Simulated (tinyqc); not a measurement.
Worked calculation: extended Hueckel theory, for LiF+. The parameters take no account of the charge, which enters only through the electron count. One step of it, computed by the program tinyqc.

Problem. Wolfsberg-Helmholz matrix. H_ij = K' S_ij (H_ii + H_jj)/2 for i != j (the diagonal keeps H_ii), with K' = K + D^2 + D^4 (1 - K), D = (H_ii - H_jj)/(H_ii + H_jj), K = 2.

overlap S, lower triangle:
```
            1Li 2s   1Li 2px   1Li 2py    1Li 2pz     2F 2s    2F 2px    2F 2py    2F 2pz
1Li 2s    1.000000
1Li 2px   0.000000  1.000000
1Li 2py   0.000000  0.000000  1.000000
1Li 2pz   0.000000  0.000000  0.000000   1.000000
2F 2s     0.249772  0.000000  0.000000   0.385460  1.000000
2F 2px    0.000000  0.113382  0.000000   0.000000  0.000000  1.000000
2F 2py    0.000000  0.000000  0.113382   0.000000  0.000000  0.000000  1.000000
2F 2pz   -0.071480  0.000000  0.000000  -0.089693  0.000000  0.000000  0.000000  1.000000
```

diagonal H_ii (eV): 1Li 2s -5.400000, 1Li 2px -3.500000, 1Li 2py -3.500000, 1Li 2pz -3.500000, 2F 2s -40.000000, 2F 2px -18.100000, 2F 2py -18.100000, 2F 2pz -18.100000

K = 2.000000

Give: H.

Solution.

H (eV), lower triangle:
```
           1Li 2s  1Li 2px  1Li 2py   1Li 2pz     2F 2s    2F 2px    2F 2py    2F 2pz
1Li 2s    -5.4000
1Li 2px    0.0000  -3.5000
1Li 2py    0.0000   0.0000  -3.5000
1Li 2pz    0.0000   0.0000   0.0000   -3.5000
2F 2s    -12.7201   0.0000   0.0000  -18.5144  -40.0000
2F 2px     0.0000  -2.7529   0.0000    0.0000    0.0000  -18.1000
2F 2py     0.0000   0.0000  -2.7529    0.0000    0.0000    0.0000  -18.1000
2F 2pz     1.8534   0.0000   0.0000    2.1777    0.0000    0.0000    0.0000  -18.1000
```
